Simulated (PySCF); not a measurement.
## A search over the determinants of SiH⁺

Unrestricted PBE0; PySCF, spin-free X2C with a Gaussian nucleus, basis sets Si jorge-DZP-DKH, H jorge-DZP-DKH. Outer shells of the fragments: Si+ 3s2 3p1; H 1s1.

Followed along the bond (rough minima from three points):

| 2Ms+1 | unpaired | ⟨S²⟩ at the start | R at minimum (Å) | Te (eV) |
| --- | --- | --- | --- | --- |
| 1 | none | 0.00 | 1.53 | 0.00 |
| 3 | σ ↑, π ↑ | 2.01 | 1.57 | 1.97 |

Solutions found at the starting distance of 1.535 Å, counted from the lowest of them; the search is not exhaustive and high or unbound solutions are not listed, so other states can lie among these:

```csv
2Ms+1,unpaired,term,E (eV),⟨S²⟩,⟨Lz²⟩,μ (D)
1,none,¹Σ⁺,0.00,0.00,0.00,0.49
3,"σ ↑, π ↑",³Π,1.97,2.01,1.00,0.48
1,"σ ↑, π ↓",mixed,2.41,1.02,1.01,0.75
3,π ↑↑,³Σ⁻,5.76,2.17,0.00,0.55
1,π ↑↓,mixed,6.40,1.01,2.01,0.48
3,σ ↑↑,³Σ⁺,7.00,2.00,0.00,0.25
1,none,mixed,7.51,0.00,2.00,0.46
```

A term symbol is given only where ⟨S²⟩ and ⟨Lz²⟩ are close to those of a pure state; real π, δ and φ orbitals otherwise mix terms. A positive dipole points towards H; it is taken about the centre of mass and depends on that origin.

Counting both spins, an empty level lies below a filled one in some of these solutions, because spin and occupation are held.
